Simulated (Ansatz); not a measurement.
A made-up structure of C$_{2}$H$_{6}$N (charge -1), closed shell:

C1  (-0.524, 0.653, -0.581)
C2  (0.395, -0.360, 0.099)
N3  (-0.010, -0.548, 1.439)
H4  (-0.654, -0.333, 2.200)
H5  (-0.247, 0.835, -1.630)
H6  (-0.489, 1.601, -0.031)
H7  (1.444, 0.034, -0.061)
H8  (0.375, -1.275, -0.568)
H9  (0.614, -1.231, 1.872)
(Å)

It is relaxed with PBE-D4/def2-SVPD and then PBE0-D4/def2-TZVPD (Ansatz 0.2.0). Atoms count as bonded within 1.22 times the sum of their covalent radii (H–H: 0.88 Å). The end point is not checked to be a true minimum.

(1) Does its bonding change? (Judge from chemistry; the calculation decides.)

The highest PBE0 orbital of the anion lies well above zero, so the extra electron may be unbound in the gas phase.

## Answers

(1) By the calculation: No: no bond forms or breaks.

Where it ends: The first stage lowers the energy by 1.31 eV in 17 steps. It ends as C₂H₆N ([CH2][CH2][NH2]), total charge -1:
C1  (-0.372, 0.828, -0.277)
C2  (0.442, -0.370, 0.067)
N3  (0.182, -0.989, 1.420)
H4  (-0.837, -0.982, 1.481)
H5  (-0.911, 0.751, -1.227)
H6  (0.172, 1.780, -0.232)
H7  (1.536, -0.199, 0.070)
H8  (0.268, -1.188, -0.649)
H9  (0.423, -0.256, 2.087)
(Å)

Labels in which every atom is bracketed show which atoms are joined, not bond orders.

For scale, one of the runs: PBE0-D4/def2-TZVPD relaxation, 165 basis functions, launched by `ansatz run in.yaml --threads 2 --pin off --events-out ev --progress --plain --max-ram 4352MiB`. The run took about 36 s on 2 CPU threads of an Arm Neoverse V2 (shared host).
